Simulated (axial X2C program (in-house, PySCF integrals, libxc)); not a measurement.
## Low determinants of O₂⁻ at the PBE0 level, two-component

Computed with an axial X2C code built on PySCF integrals. Two-component (2c) means X2C with spin–orbit coupling and atomic mean-field two-electron Coulomb and Gaunt terms. Basis: O dyall-av3z [7s6p3d2f] (cores contracted in-house); Gaussian nuclei, density fitting, unrestricted open shells. Masses: O 15.995 u.

Search at 1.326 Å (vertical energies from the lowest determinant):

```tsv
ΔE (eV)	state	electrons beyond evenly filled partner blocks	electrons in ±ω = 1/2, 3/2, 5/2, 7/2
0.00	Ω = 3/2	ω = 3/2	14 3 0 0
0.02	Ω = 1/2	ω = 1/2	13 4 0 0
2.29	Ω = 1/2	2 × ω = -1/2, ω = 3/2	14 3 0 0
3.06	Ω = 5/2	ω = -1/2, 2 × ω = 3/2	13 4 0 0
3.45	Ω = 1/2	ω = 1/2	15 2 0 0
3.47	Ω = 5/2	2 × ω = 1/2, ω = 3/2	14 3 0 0
4.30	Ω = 7/2	ω = 1/2, 2 × ω = 3/2	13 4 0 0
```

Lowest determinant, Ω = 3/2 (⟨Sz⟩ = 0.50, ⟨Lz⟩ = 1.00 at PBE0): Re = 1.322 Å, ωe = 1234.5 cm⁻¹.

The determinant in row 2 of the search, Ω = 1/2 (⟨Sz⟩ = -0.50, ⟨Lz⟩ = 1.00 at PBE0), was followed along the bond at PBE0; measured from the minimum of the lowest determinant it gives:

Te = 0.019 eV (151 cm⁻¹), Re = 1.322 Å, ωe = 1234.5 cm⁻¹.

(1) Compare the bond of the determinant in row 2 with that of the lowest one.

The search compares states at one distance, so a state with another bond length can lie lower; it is not exhaustive and yields mostly the lowest determinant of each block pattern, so other components and higher states of one pattern are missing. These are energies of single determinants, not of spin-adapted states; PBE0 term energies can be off by some tenths of an eV, and the functional has no current term. For an anion, determinants above electron detachment are held by the basis set. The highest occupied level of some functionals is positive through self-interaction error; at Hartree–Fock it is bound. Row 1 has a positive highest level at its minimum. Row 2 has a positive highest level at its minimum.

Answers

(1) At PBE0 its Re is the same within 0.001 Å and its force constant, which goes as ωe², is 1.00 times that of the lowest determinant. T0 ≈ Te + Δωe/2 = 151 + (0) = 151 cm⁻¹.
